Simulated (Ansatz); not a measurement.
# PO− (triplet): energies up the ladder, part 2 of 2

The task, for PO− (triplet): energies up the ladder. Charge -1. Spin multiplicity 3.

Ansatz 0.2.0, Gaussian bases. The steps go on from the part before.

### 8 Single point, wB97M-V/def2-TZVPPD

Contents of input.yaml:

```yaml
crystal:
  periodic: [false, false, false]
  atoms:
    - { symbol: O, position_ang: [0.0, 0.0, -0.04283749] }
    - { symbol: P, position_ang: [0.0, 0.0, 1.49799749] }
magnetization:
  spin_polarized: true
  initial_magnetization: 2
total_charge: -1
basis:
  gaussian: { orbitals: def2-TZVPPD.json }
hamiltonian:
  xc: { name: wB97M-V }
```

On the command line:

```console
ansatz run input.yaml --threads 2 --pin off --max-ram 5120MiB --backend cpu --events-out ev --progress --plain --runs-dir out
```

The log of the run, cut to the lines that bear on the results:

```text
Warning: RAYON_NUM_THREADS=2 ignored (pool sized by the plan → 2); use --threads N
[...]
Functional definition: wB97M-V
[...]
  gx(w, u) = 1 - cx + cx01*u + cx10*w
  gss(w, u) = css00 + css04*u^4 + css10*w + css20*w^2 + css43*w^4*u^3
  gos(w, u) = cos00 + cos10*w + (cos20 + cos21*u)*w^2 + (cos60 + cos61*u)*w^6
[...]
      + integral(e_c_pw_mod_opposite_spin*gos(b97_w_opposite, b97_u_opposite)) + vv10(b, c)
509 factors; their error is unknown
122 factors; integrals over basis functions are off by at most 9.8e-5 eV
[...]
mean field -11335.89256941 eV, -416.5863681817 hartree, gradient 4.0e-5 eV, S^2 2.006611; 0 other end points of the search recorded, 0 dependent functions left out
reference -11335.89260358 eV, -416.5863694378 hartree; 13, 11 occupied and 75, 77 virtual orbitals, 509 factors
Total energy: -11335.89260358 eV, -416.5863694378 hartree
```

Run time: 4.3 s. Hardware: 2 threads of Intel Xeon Platinum 8175M at 2.50GHz (Skylake/Cascade Lake), shared host; peak memory 0.21 GiB.

### 9 Single point, B2PLYP/def2-TZVPPD

Edit input.yaml of step 8 so:

```diff
@@ -12,2 +12,2 @@
 hamiltonian:
-  xc: { name: wB97M-V }
+  xc: { name: B2PLYP }
```

On the command line:

```console
ansatz run input.yaml --threads 2 --pin off --max-ram 5120MiB --backend cpu --events-out ev --progress --plain --runs-dir out
```

The log of the run, cut to the lines that bear on the results:

```text
Warning: RAYON_NUM_THREADS=2 ignored (pool sized by the plan → 2); use --threads N
[...]
Functional definition: B2PLYP
[...]
536 factors; integrals over basis functions are off by at most 1.4e-3 eV
[...]
mean field -11329.11827311 eV, -416.3374173846 hartree, gradient 3.7e-6 eV, S^2 2.020590; 0 other end points of the search recorded, 0 dependent functions left out
6 core orbitals not correlated: weight in the atoms' cores, before any rotation towards them, 1.000 or more for the frozen orbitals, at most 0.000 for the correlated occupied ones
reference -11329.11838459 eV, -416.3374214814 hartree; 7, 5 occupied and 75, 77 virtual orbitals, 536 factors
second order -12.38016258 eV of doubles, -0.00000000 eV of singles
Total energy: -11332.46102849 eV, -416.4602613789 hartree
```

Wall time 2.4 s (2 threads of Intel Xeon Platinum 8175M at 2.50GHz (Skylake/Cascade Lake), shared host); peak memory 0.15 GiB.

### 10 Single point, LDA/def2-TZVPPD

Edit input.yaml of step 9 so:

```diff
@@ -12,2 +12,2 @@
 hamiltonian:
-  xc: { name: B2PLYP }
+  xc: lda
```

On the command line:

```console
ansatz run input.yaml --threads 2 --pin off --max-ram 5120MiB --backend cpu --events-out ev --progress --plain --runs-dir out
```

The log of the run:

```text
Warning: RAYON_NUM_THREADS=2 ignored (pool sized by the plan → 2); use --threads N
[... 1 set-up line as earlier in the session ...]
Functional definition: SPW92
  exchange = slater_x
  correlation = pw_c
500 factors; their error is unknown
mean field evaluation 1: about -11284.4370 eV, gradient 3.0e1 eV
mean field evaluation 2: about -11265.8700 eV, gradient 7.9e1 eV
mean field evaluation 4: about -11288.2915 eV, gradient 1.5e0 eV
mean field evaluation 8: about -11288.2888 eV, gradient 6.0e-2 eV
mean field -11288.28879793 eV, -414.8369618468 hartree, gradient 3.6e-5 eV, S^2 2.002755; 0 other end points of the search recorded, 0 dependent functions left out
reference -11288.28882613 eV, -414.8369628832 hartree; 13, 11 occupied and 75, 77 virtual orbitals, 500 factors
Total energy: -11288.28882613 eV, -414.8369628832 hartree
```

Run time: 0.76 s. Hardware: 2 threads of Intel Xeon Platinum 8175M at 2.50GHz (Skylake/Cascade Lake), shared host; peak memory 0.13 GiB.

### 11 Single point, PBE0-D4/def2-SVPD

Edit input.yaml of step 10 so:

```diff
@@ -10,4 +10,5 @@
 basis:
-  gaussian: { orbitals: def2-TZVPPD.json }
+  gaussian: { orbitals: def2-SVPD }
 hamiltonian:
-  xc: lda
+  xc: pbe0
+  dispersion: d4
```

On the command line:

```console
ansatz run input.yaml --threads 2 --pin off --max-ram 5120MiB --backend cpu --events-out ev --progress --plain --runs-dir out
```

The log of the run:

```text
Warning: RAYON_NUM_THREADS=2 ignored (pool sized by the plan → 2); use --threads N
[... 2 set-up lines as earlier in the session ...]
  parameter a = 0.25
[... 2 set-up lines as earlier in the session ...]
  exchange = (1 - a)*pbe_x(kappa = kappa, mu = beta*pi^2/3) + a*exact_x
[... 1 set-up line as earlier in the session ...]
436 factors; integrals over basis functions are off by at most 5.2e-4 eV
mean field evaluation 1: about -11323.5255 eV, gradient 1.9e1 eV
mean field evaluation 2: about -11319.4502 eV, gradient 3.9e1 eV
mean field evaluation 4: about -11325.4257 eV, gradient 1.5e0 eV
mean field evaluation 8: about -11325.4620 eV, gradient 1.7e-1 eV
mean field evaluation 16: about -11325.4622 eV, gradient 7.7e-6 eV
mean field -11325.46219951 eV, -416.2030591581 hartree, gradient 8.0e-6 eV, S^2 2.010032; 0 other end points of the search recorded, 0 dependent functions left out
reference -11325.46221948 eV, -416.2030598920 hartree; 13, 11 occupied and 34, 36 virtual orbitals, 436 factors
Total energy: -11325.48360696 eV, -416.2038458672 hartree
```

Wall time 1 s (2 threads of Intel Xeon Platinum 8175M at 2.50GHz (Skylake/Cascade Lake), shared host); peak memory 0.11 GiB.

### 12 Single point, PBE-D4/def2-SVPD

Edit input.yaml of step 11 so:

```diff
@@ -12,3 +12,3 @@
 hamiltonian:
-  xc: pbe0
+  xc: pbe
   dispersion: d4
```

On the command line:

```console
ansatz run input.yaml --threads 2 --pin off --max-ram 5120MiB --backend cpu --events-out ev --progress --plain --runs-dir out
```

The log of the run, cut to the lines that bear on the results:

```text
Warning: RAYON_NUM_THREADS=2 ignored (pool sized by the plan → 2); use --threads N
[... 6 set-up lines as earlier in the session ...]
418 factors; their error is unknown
mean field evaluation 1: about -11322.0474 eV, gradient 2.4e1 eV
mean field evaluation 2: about -11308.8133 eV, gradient 6.2e1 eV
mean field evaluation 4: about -11324.8898 eV, gradient 2.1e0 eV
mean field evaluation 8: about -11324.8943 eV, gradient 5.5e-2 eV
mean field -11324.89434553 eV, -416.1821909090 hartree, gradient 3.6e-5 eV, S^2 2.004467; 0 other end points of the search recorded, 0 dependent functions left out
reference -11324.89437218 eV, -416.1821918887 hartree; 13, 11 occupied and 34, 36 virtual orbitals, 418 factors
Total energy: -11324.92052017 eV, -416.1831528094 hartree
```

Wall time 0.7 s (2 threads of Intel Xeon Platinum 8175M at 2.50GHz (Skylake/Cascade Lake), shared host); peak memory 0.1 GiB.

### 13 Single point, CCSD(T)/def2-TZVPPD

Edit input.yaml of step 12 so:

```diff
@@ -10,5 +10,6 @@
 basis:
-  gaussian: { orbitals: def2-SVPD }
-hamiltonian:
-  xc: pbe
-  dispersion: d4
+  gaussian: { orbitals: def2-TZVPPD.json }
+correlation:
+  method: ccsd_t
+scf:
+  omitted_lower_state_checks: [cluster_reference]
```

On the command line:

```console
ansatz run input.yaml --threads 2 --pin off --max-ram 5120MiB --backend cpu --events-out ev --progress --plain --runs-dir out
```

The log of the run, cut to the lines that bear on the results:

```text
Warning: RAYON_NUM_THREADS=2 ignored (pool sized by the plan → 2); use --threads N
[...]
Functional definition: HF
[...]
536 factors; integrals over basis functions are off by at most 1.4e-3 eV
[...]
mean field -11310.36827577 eV, -415.6483676914 hartree, gradient 5.6e-6 eV, S^2 2.045988; 0 other end points of the search recorded, 0 dependent functions left out
6 core orbitals not correlated: weight in the atoms' cores, before any rotation towards them, 1.000 or more for the frozen orbitals, at most 0.000 for the correlated occupied ones
reference -11310.36827577 eV, -415.6483676914 hartree; 7, 5 occupied and 75, 77 virtual orbitals, 536 factors
second order -9.88704902 eV of doubles, -0.00000000 eV of singles
cycle   1  -9.72788034 eV  change    1.6e-1 eV  update   1.1e-1
[...]
cycle  11  -10.16425393 eV  change    1.1e-5 eV  update   1.4e-5
perturbative correction -0.50123827 eV, -0.0184201666 hartree
Total energy: -11321.03376796 eV, -416.0403173002 hartree
Checks for a lower state left out: cluster_reference
```

It took 5 s on 2 threads of Intel Xeon Platinum 8175M at 2.50GHz (Skylake/Cascade Lake), shared host; peak memory 0.36 GiB.

### 14 Single point, CCSD(T)/def2-QZVPPD

Edit input.yaml of step 13 so:

```diff
@@ -10,3 +10,3 @@
 basis:
-  gaussian: { orbitals: def2-TZVPPD.json }
+  gaussian: { orbitals: def2-QZVPPD.json }
 correlation:
```

On the command line:

```console
ansatz run input.yaml --threads 2 --pin off --max-ram 5120MiB --backend cpu --events-out ev --progress --plain --runs-dir out
```

The log of the run, cut to the lines that bear on the results:

```text
Warning: RAYON_NUM_THREADS=2 ignored (pool sized by the plan → 2); use --threads N
[...]
[... 1 set-up line as earlier in the session ...]
[...]
855 factors; integrals over basis functions are off by at most 9.5e-4 eV
[...]
mean field -11310.76036857 eV, -415.6627768362 hartree, gradient 5.6e-6 eV, S^2 2.045591; 0 other end points of the search recorded, 0 dependent functions left out
6 core orbitals not correlated: weight in the atoms' cores, before any rotation towards them, 1.000 or more for the frozen orbitals, at most 0.000 for the correlated occupied ones
reference -11310.76036857 eV, -415.6627768362 hartree; 7, 5 occupied and 129, 131 virtual orbitals, 855 factors
second order -10.66981066 eV of doubles, -0.00000000 eV of singles
cycle   1  -10.39027021 eV  change    2.8e-1 eV  update   1.1e-1
[...]
cycle  12  -10.83241236 eV  change   -6.4e-6 eV  update   8.1e-6
perturbative correction -0.56603098 eV, -0.0208012548 hartree
Total energy: -11322.15881191 eV, -416.0816619027 hartree
Checks for a lower state left out: cluster_reference
```

Run time: 19 s. Hardware: 2 threads of Intel Xeon Platinum 8175M at 2.50GHz (Skylake/Cascade Lake), shared host; peak memory 1.2 GiB.

### 15 Extrapolation to the basis-set limit

CCSD(T)/CBS estimate, frozen core: CCSD(T) correlation extrapolated, from def2-TZVPPD and def2-QZVPPD: mean field -11310.8144 eV, total -11322.7557 eV. The exponents are 7.88 (mean field) and 2.97 (correlation).

### 16 The levels compared

| level | O1–P2 (Å) | rotational constants (MHz) | highest frequency (cm⁻¹) | CPU time |
| --- | --- | --- | --- | --- |
| PBE0-D4/def2-TZVPPD | 1.5408 | 20181 | 1062 | 18 s |

Constants are for the commonest isotopes at the equilibrium geometry; times are CPU times of the relaxations.

### 17 Total energies

| level | energy (eV) | CPU time |
| --- | --- | --- |
| PBE-D4/def2-TZVPPD | -11330.7785 | 2.4 s |
| r2SCAN-D4/def2-TZVPPD | -11335.3960 | 4.2 s |
| B3LYP-D4/def2-TZVPPD | -11337.6100 | 3.2 s |
| wB97M-V/def2-TZVPPD | -11335.8926 | 8.1 s |
| B2PLYP/def2-TZVPPD | -11332.4610 | 4.5 s |
| LDA/def2-TZVPPD | -11288.2888 | 1.2 s |
| PBE0-D4/def2-SVPD | -11325.4836 | 1.8 s |
| PBE-D4/def2-SVPD | -11324.9205 | 1.1 s |
| CCSD(T)/def2-TZVPPD | -11321.0338 | 9.2 s |
| CCSD(T)/def2-QZVPPD | -11322.1588 | 37 s |
| CCSD(T)/CBS | -11322.7557 | - |

### 18 Results

This closing draws on all 2 parts.

| quantity | value |
| --- | --- |
| O1–P2 at PBE0-D4/def2-TZVPPD | 1.541 Å |
| frequencies at PBE0-D4/def2-TZVPPD | 1062 cm⁻¹ |
| energy at CCSD(T)/CBS | -11322.756 eV |

In words: No mode is imaginary, so the geometry is a minimum. These totals serve in differences with atoms or fragments at the same level; alone they don't rank the methods.
